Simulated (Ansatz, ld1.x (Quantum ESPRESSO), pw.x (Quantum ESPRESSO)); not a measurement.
# Which Mo potential is closest to all-electron in the bcc crystal?

All use LDA (PW92), scalar-relativistic, no spin, cutoffs from each file’s atomic test, pw.x 7.5; 15³ k-points, Fermi–Dirac smearing 0.01 Ry. Δ is the rms difference from all-electron LAPW of the E(V) curves that follow from fits to the pressures, over ±6 % in volume. Mesh and smearing are coarse and serve the comparison alone. The files are a selection: those with a ghost or negative overlap were mostly not run, and those with noisy or unconverged pressures or nearly equal Δ are left out.

All-electron: a0 = 3.113 Å (V0 = 15.08 Å³/atom), B0 = 291.6 GPa.

Rank them by Δ, smallest first.
A. norm-conserving RRKJ (Kleinman–Bylander form), ld1.x (Quantum ESPRESSO) 7.5, LDA (PW92); core [Kr], reference 4d5 5s1 5p0; waves: 5p (bound, empty): rc 3.10 bohr; 4d (bound): rc 1.55 bohr; 5s (bound): rc 2.10 bohr; local part: the s channel; core correction: a·sin(br)/r model core inside 1.40 bohr; rho0 0.02.
B. norm-conserving Troullier–Martins (Kleinman–Bylander form), ld1.x (Quantum ESPRESSO) 7.5, LDA (PW92); core [Kr], reference 4d5 5s1 5p0; waves: 5s (bound): rc 2.75 bohr; 5p (bound, empty): rc 4.20 bohr; 4d (bound): rc 1.60 bohr; local part: all-electron potential smoothed inside 3.00 bohr (lloc = -1); core correction: Bessel-smoothed model core inside 1.30 bohr.
C. norm-conserving RRKJ (Kleinman–Bylander form), ld1.x (Quantum ESPRESSO) 7.5, LDA (PW92); core [Kr], reference 4d5 5s1 5p0; waves: 5p (bound, empty): rc 2.75 bohr; 4d (bound): rc 2.30 bohr; 5s (bound): rc 2.70 bohr; local part: the s channel; core correction: none; rho0 0.01.

B (5.7 meV/atom), A (22.4 meV/atom), C (29.3 meV/atom).
